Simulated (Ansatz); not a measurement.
# CH3FMg: the cost of one run

All numbers are computed with the Python package of Ansatz 0.2.0. The levels of theory stand in the script.

### 1 Starting point

Bond lengths: C1–Mg2 2.231 Å, Mg2–F3 1.991 Å, C1–H4 1.046 Å, C1–H5 1.085 Å, C1–H6 1.116 Å. Angles: C1–Mg2–F3 179.3°, Mg2–C1–H4 109.3°, Mg2–C1–H5 106.7°, Mg2–C1–H6 105.0°, H4–C1–H5 111.0°, H4–C1–H6 111.6°, H5–C1–H6 112.9°.

The script holds or builds the structure itself.

### 2 The code

basis_ch3fmg.py

```python
# -*- coding: utf-8 -*-
"""How the energy of CH3FMg converges with the basis."""

import ansatz as az

mol = (
    az.Crystal.molecule()
    .atom("C", (0.6141, -0.5384, 0.4336))
    .atom("Mg", (-0.875, 0.725, -0.6449))
    .atom("F", (-2.2058, 1.8359, -1.6234))
    .atom("H", (0.1944, -1.4762, 0.6315))
    .atom("H", (1.4773, -0.629, -0.2179))
    .atom("H", (0.8369, 0.0187, 1.3748))
)

model = mol.calculation().functional("pbe0", dispersion="d4")

energies = {}
for basis in ["cc-pVDZ", "cc-pVTZ"]:
    r = model.basis(gaussian=basis).run(threads=1).report
    size = r["n_frozen"] + r["n_occupied"][0] + r["n_virtual"][0]
    energies[basis] = (r["reference_energy_ev"] / 27.211386246, r["free_energy_ev"] / 27.211386246)
    print(f"{basis:14s} {size:4d} orbitals  reference {energies[basis][0]:14.6f} Ha  total {energies[basis][1]:14.6f} Ha")

last = energies["cc-pVTZ"][1]
for basis, (_, total) in energies.items():
    print(f"{basis:14s} lies {27.211386 * (total - last):9.4f} eV above cc-pVTZ")
```

### 3 What the engine is handed

The package turns the script's settings into the engine's input (first run):

```yaml
crystal:
  periodic: [false, false, false]
  atoms:
    - { symbol: C, position_ang: [0.6141, -0.5384, 0.4336] }
    - { symbol: Mg, position_ang: [-0.875, 0.725, -0.6449] }
    - { symbol: F, position_ang: [-2.2058, 1.8359, -1.6234] }
    - { symbol: H, position_ang: [0.1944, -1.4762, 0.6315] }
    - { symbol: H, position_ang: [1.4773, -0.629, -0.2179] }
    - { symbol: H, position_ang: [0.8369, 0.0187, 1.3748] }
basis:
  gaussian:
    orbitals: cc-pVDZ
hamiltonian:
  xc: pbe0
  dispersion: d4
```

### 4 Launch

The run is started by

```
> python basis_ch3fmg.py
```

Q: Estimate wall time and peak memory on 1 thread of Arm Neoverse V1, shared host.

About 4.1 s, with a peak of 0.25 GiB.
